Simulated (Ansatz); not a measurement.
Ansatz (a quantum-chemistry and plane-wave program) input (B3LYP-D3(BJ)/def2-TZVP):

Ansatz 0.2 input:
```yaml
crystal:
  periodic: [false, false, false]
  atoms:
    - {symbol: C, position_ang: [0.00000000, -0.00000000, 0.00000000]}
    - {symbol: C, position_ang: [-0.00417723, 0.75450823, 1.26976351]}
    - {symbol: C, position_ang: [-0.00404543, -0.77165127, 1.25941949]}
    - {symbol: C, position_ang: [0.76720458, 0.00862060, -1.26211027]}
    - {symbol: C, position_ang: [-0.75898192, 0.00852243, -1.26707274]}
    - {symbol: H, position_ang: [-0.91665785, 1.25361755, 1.57173539]}
    - {symbol: H, position_ang: [0.90625614, 1.25373480, 1.57766269]}
    - {symbol: H, position_ang: [-0.91643948, -1.27496555, 1.55459713]}
    - {symbol: H, position_ang: [0.90647452, -1.27484830, 1.56052443]}
    - {symbol: H, position_ang: [1.26948429, -0.90074418, -1.56819650]}
    - {symbol: H, position_ang: [1.26932686, 0.92213758, -1.55584135]}
    - {symbol: H, position_ang: [-1.25914353, -0.90090683, -1.57641846]}
    - {symbol: H, position_ang: [-1.25930095, 0.92197493, -1.56406331]}
basis:
  gaussian:
    orbitals: def2-TZVP
hamiltonian:
  xc: b3lyp
  dispersion: d3bj
phonons: {temperatures: {t_min: 298.15, t_max: 298.15, t_step: 100}}
```

Output:

```
Functional definition: B3LYP
integrals: 0.11 GiB planned
1252 factors; their error is unknown
mean field: 1.11 GiB planned
mean field evaluation 1: about -5302.9946 eV, gradient 7.2e1 eV
mean field evaluation 2: about -5290.7999 eV, gradient 1.0e2 eV
mean field evaluation 4: about -5315.6082 eV, gradient 6.2e0 eV
mean field evaluation 8: about -5315.6528 eV, gradient 5.8e-2 eV
mean field -5315.65283797 eV, -195.3466387165 hartree, gradient 7.2e-5 eV, S^2 0.000000; 0 other end points of the search recorded, 0 dependent functions left out
the calculation of the forces begins
reference -5315.65311987 eV, -195.3466490761 hartree; 19, 19 occupied and 184, 184 virtual orbitals, 1252 factors
these checks for a lower state are left out or cut short: stability, starts, cluster_reference, orbital_swaps, neighbouring_geometries, increment
integrals: 0.11 GiB planned
1252 factors; their error is unknown
mean field: 1.11 GiB planned
mean field evaluation 16: about -5315.6864 eV, gradient 7.1e-1 eV
mean field -5315.65269480 eV, -195.3466334549 hartree, gradient 2.6e-6 eV, S^2 0.000000; 0 other end points of the search recorded, 0 dependent functions left out
the calculation of the forces begins
reference -5315.65297670 eV, -195.3466438146 hartree; 19, 19 occupied and 184, 184 virtual orbitals, 1252 factors
these checks for a lower state are left out or cut short: stability, starts, cluster_reference, orbital_swaps, neighbouring_geometries, increment
integrals: 0.11 GiB planned
1252 factors; their error is unknown
mean field: 1.11 GiB planned
mean field -5315.65269479 eV, -195.3466334546 hartree, gradient 2.6e-6 eV, S^2 0.000000; 0 other end points of the search recorded, 0 dependent functions left out
the calculation of the forces begins
reference -5315.65297669 eV, -195.3466438142 hartree; 19, 19 occupied and 184, 184 virtual orbitals, 1252 factors
these checks for a lower state are left out or cut short: stability, starts, cluster_reference, orbital_swaps, neighbouring_geometries, increment
integrals: 0.11 GiB planned
1252 factors; their error is unknown
mean field: 1.11 GiB planned
mean field evaluation 32: about -5315.6519 eV, gradient 7.0e-1 eV
mean field -5315.65268231 eV, -195.3466329960 hartree, gradient 2.6e-6 eV, S^2 0.000000; 0 other end points of the search recorded, 0 dependent functions left out
the calculation of the forces begins
reference -5315.65296421 eV, -195.3466433557 hartree; 19, 19 occupied and 184, 184 virtual orbitals, 1252 factors
these checks for a lower state are left out or cut short: stability, starts, cluster_reference, orbital_swaps, neighbouring_geometries, increment
integrals: 0.11 GiB planned
1252 factors; their error is unknown
mean field: 1.11 GiB planned
mean field -5315.65279161 eV, -195.3466370127 hartree, gradient 2.6e-6 eV, S^2 0.000000; 0 other end points of the search recorded, 0 dependent functions left out
the calculation of the forces begins
reference -5315.65307351 eV, -195.3466473723 hartree; 19, 19 occupied and 184, 184 virtual orbitals, 1252 factors
these checks for a lower state are left out or cut short: stability, starts, cluster_reference, orbital_swaps, neighbouring_geometries, increment
integrals: 0.11 GiB planned
1252 factors; their error is unknown
mean field: 1.11 GiB planned
mean field -5315.65265147 eV, -195.3466318627 hartree, gradient 2.6e-6 eV, S^2 0.000000; 0 other end points of the search recorded, 0 dependent functions left out
the calculation of the forces begins
reference -5315.65293345 eV, -195.3466422252 hartree; 19, 19 occupied and 184, 184 virtual orbitals, 1252 factors
these checks for a lower state are left out or cut short: stability, starts, cluster_reference, orbital_swaps, neighbouring_geometries, increment
integrals: 0.11 GiB planned
[...]
mean field -5315.65268010 eV, -195.3466329148 hartree, gradient 2.6e-6 eV, S^2 0.000000; 0 other end points of the search recorded, 0 dependent functions left out
the calculation of the forces begins
reference -5315.65296192 eV, -195.3466432717 hartree; 19, 19 occupied and 184, 184 virtual orbitals, 1252 factors
these checks for a lower state are left out or cut short: stability, starts, cluster_reference, orbital_swaps, neighbouring_geometries, increment
integrals: 0.11 GiB planned
1252 factors; their error is unknown
mean field: 1.11 GiB planned
mean field -5315.65265054 eV, -195.3466318284 hartree, gradient 2.6e-6 eV, S^2 0.000000; 0 other end points of the search recorded, 0 dependent functions left out
the calculation of the forces begins
reference -5315.65293251 eV, -195.3466421909 hartree; 19, 19 occupied and 184, 184 virtual orbitals, 1252 factors
these checks for a lower state are left out or cut short: stability, starts, cluster_reference, orbital_swaps, neighbouring_geometries, increment
integrals: 0.11 GiB planned
1252 factors; their error is unknown
mean field: 1.11 GiB planned
mean field evaluation 96: about -5315.6527 eV, gradient 2.6e-6 eV
mean field -5315.65274524 eV, -195.3466353089 hartree, gradient 2.6e-6 eV, S^2 0.000000; 0 other end points of the search recorded, 0 dependent functions left out
the calculation of the forces begins
reference -5315.65302709 eV, -195.3466456665 hartree; 19, 19 occupied and 184, 184 virtual orbitals, 1252 factors
these checks for a lower state are left out or cut short: stability, starts, cluster_reference, orbital_swaps, neighbouring_geometries, increment
integrals: 0.11 GiB planned
1252 factors; their error is unknown
mean field: 1.11 GiB planned
mean field -5315.65276833 eV, -195.3466361574 hartree, gradient 2.6e-6 eV, S^2 0.000000; 0 other end points of the search recorded, 0 dependent functions left out
the calculation of the forces begins
reference -5315.65305029 eV, -195.3466465191 hartree; 19, 19 occupied and 184, 184 virtual orbitals, 1252 factors
these checks for a lower state are left out or cut short: stability, starts, cluster_reference, orbital_swaps, neighbouring_geometries, increment
integrals: 0.11 GiB planned
1252 factors; their error is unknown
mean field: 1.11 GiB planned
mean field -5315.65282743 eV, -195.3466383293 hartree, gradient 2.6e-6 eV, S^2 0.000000; 0 other end points of the search recorded, 0 dependent functions left out
the calculation of the forces begins
reference -5315.65310938 eV, -195.3466486905 hartree; 19, 19 occupied and 184, 184 virtual orbitals, 1252 factors
these checks for a lower state are left out or cut short: stability, starts, cluster_reference, orbital_swaps, neighbouring_geometries, increment
integrals: 0.11 GiB planned
1252 factors; their error is unknown
mean field: 1.11 GiB planned
mean field -5315.65278234 eV, -195.3466366722 hartree, gradient 2.6e-6 eV, S^2 0.000000; 0 other end points of the search recorded, 0 dependent functions left out
the calculation of the forces begins
reference -5315.65306420 eV, -195.3466470302 hartree; 19, 19 occupied and 184, 184 virtual orbitals, 1252 factors
these checks for a lower state are left out or cut short: stability, starts, cluster_reference, orbital_swaps, neighbouring_geometries, increment
integrals: 0.11 GiB planned
1252 factors; their error is unknown
mean field: 1.11 GiB planned
mean field -5315.65284750 eV, -195.3466390668 hartree, gradient 2.6e-6 eV, S^2 0.000000; 0 other end points of the search recorded, 0 dependent functions left out
the calculation of the forces begins
reference -5315.65312942 eV, -195.3466494269 hartree; 19, 19 occupied and 184, 184 virtual orbitals, 1252 factors
these checks for a lower state are left out or cut short: stability, starts, cluster_reference, orbital_swaps, neighbouring_geometries, increment
integrals: 0.11 GiB planned
1252 factors; their error is unknown
mean field: 1.11 GiB planned
mean field evaluation 128: about -5315.6528 eV, gradient 5.5e-4 eV
mean field -5315.65279057 eV, -195.3466369744 hartree, gradient 2.6e-6 eV, S^2 0.000000; 0 other end points of the search recorded, 0 dependent functions left out
the calculation of the forces begins
reference -5315.65307245 eV, -195.3466473335 hartree; 19, 19 occupied and 184, 184 virtual orbitals, 1252 factors
these checks for a lower state are left out or cut short: stability, starts, cluster_reference, orbital_swaps, neighbouring_geometries, increment
integrals: 0.11 GiB planned
1252 factors; their error is unknown
mean field: 1.11 GiB planned
mean field -5315.65282744 eV, -195.3466383295 hartree, gradient 2.6e-6 eV, S^2 0.000000; 0 other end points of the search recorded, 0 dependent functions left out
the calculation of the forces begins
reference -5315.65310938 eV, -195.3466486907 hartree; 19, 19 occupied and 184, 184 virtual orbitals, 1252 factors
these checks for a lower state are left out or cut short: stability, starts, cluster_reference, orbital_swaps, neighbouring_geometries, increment
integrals: 0.11 GiB planned
1252 factors; their error is unknown
mean field: 1.11 GiB planned
mean field -5315.65278177 eV, -195.3466366511 hartree, gradient 2.6e-6 eV, S^2 0.000000; 0 other end points of the search recorded, 0 dependent functions left out
the calculation of the forces begins
reference -5315.65306363 eV, -195.3466470092 hartree; 19, 19 occupied and 184, 184 virtual orbitals, 1252 factors
these checks for a lower state are left out or cut short: stability, starts, cluster_reference, orbital_swaps, neighbouring_geometries, increment
integrals: 0.11 GiB planned
1252 factors; their error is unknown
mean field: 1.11 GiB planned
mean field -5315.65274598 eV, -195.3466353358 hartree, gradient 2.6e-6 eV, S^2 0.000000; 0 other end points of the search recorded, 0 dependent functions left out
the calculation of the forces begins
reference -5315.65302782 eV, -195.3466456933 hartree; 19, 19 occupied and 184, 184 virtual orbitals, 1252 factors
these checks for a lower state are left out or cut short: stability, starts, cluster_reference, orbital_swaps, neighbouring_geometries, increment
integrals: 0.11 GiB planned
1252 factors; their error is unknown
mean field: 1.11 GiB planned
mean field -5315.65276848 eV, -195.3466361629 hartree, gradient 2.6e-6 eV, S^2 0.000000; 0 other end points of the search recorded, 0 dependent functions left out
the calculation of the forces begins
reference -5315.65305044 eV, -195.3466465246 hartree; 19, 19 occupied and 184, 184 virtual orbitals, 1252 factors
these checks for a lower state are left out or cut short: stability, starts, cluster_reference, orbital_swaps, neighbouring_geometries, increment
integrals: 0.11 GiB planned
1252 factors; their error is unknown
mean field: 1.11 GiB planned
mean field evaluation 160: about -5315.6866 eV, gradient 6.9e-1 eV
mean field -5315.65279053 eV, -195.3466369729 hartree, gradient 2.6e-6 eV, S^2 0.000000; 0 other end points of the search recorded, 0 dependent functions left out
the calculation of the forces begins
reference -5315.65307241 eV, -195.3466473320 hartree; 19, 19 occupied and 184, 184 virtual orbitals, 1252 factors
these checks for a lower state are left out or cut short: stability, starts, cluster_reference, orbital_swaps, neighbouring_geometries, increment
integrals: 0.11 GiB planned
1252 factors; their error is unknown
mean field: 1.11 GiB planned
mean field -5315.65284723 eV, -195.3466390568 hartree, gradient 2.6e-6 eV, S^2 0.000000; 0 other end points of the search recorded, 0 dependent functions left out
the calculation of the forces begins
reference -5315.65312914 eV, -195.3466494170 hartree; 19, 19 occupied and 184, 184 virtual orbitals, 1252 factors
Total energy: -5316.06470748 eV, -195.3617746419 hartree
Atom 0 at     0.000000     0.000000     0.000000 Å, force     0.000000     0.000000    -0.000004 eV/Å
Atom 1 at    -0.004177     0.754508     1.269764 Å, force    -0.000000     0.000095     0.000056 eV/Å
Atom 2 at    -0.004045    -0.771651     1.259419 Å, force    -0.000000    -0.000096     0.000054 eV/Å
Atom 3 at     0.767205     0.008621    -1.262110 Å, force     0.000093     0.000000    -0.000053 eV/Å
Atom 4 at    -0.758982     0.008522    -1.267073 Å, force    -0.000092     0.000000    -0.000054 eV/Å
Atom 5 at    -0.916658     1.253618     1.571735 Å, force     0.000025     0.000014     0.000008 eV/Å
Atom 6 at     0.906256     1.253735     1.577663 Å, force    -0.000025     0.000014     0.000008 eV/Å
Atom 7 at    -0.916439    -1.274966     1.554597 Å, force     0.000025    -0.000014     0.000008 eV/Å
Atom 8 at     0.906475    -1.274848     1.560524 Å, force    -0.000025    -0.000014     0.000008 eV/Å
Atom 9 at     1.269484    -0.900744    -1.568196 Å, force     0.000014     0.000026    -0.000007 eV/Å
Atom 10 at     1.269327     0.922138    -1.555841 Å, force     0.000014    -0.000026    -0.000008 eV/Å
Atom 11 at    -1.259144    -0.900907    -1.576418 Å, force    -0.000014     0.000026    -0.000007 eV/Å
Atom 12 at    -1.259301     0.921975    -1.564063 Å, force    -0.000014    -0.000026    -0.000008 eV/Å
Dipole moment:    -0.000000    -0.000000     0.000001 e Å
Vibrations: 294.05 306.46 306.46 601.97 791.44 791.44 846.30 891.14 891.14 895.91 1015.65 1027.68 1053.84 1075.59 1082.06 1082.06 1171.55 1181.91 1183.61 1183.61 1437.04 1468.14 1468.14 1498.19 1575.03 3116.30 3116.30 3118.75 3119.45 3188.52 3189.69 3202.76 3202.76 cm⁻¹, zero-point energy 3.122850 eV
```
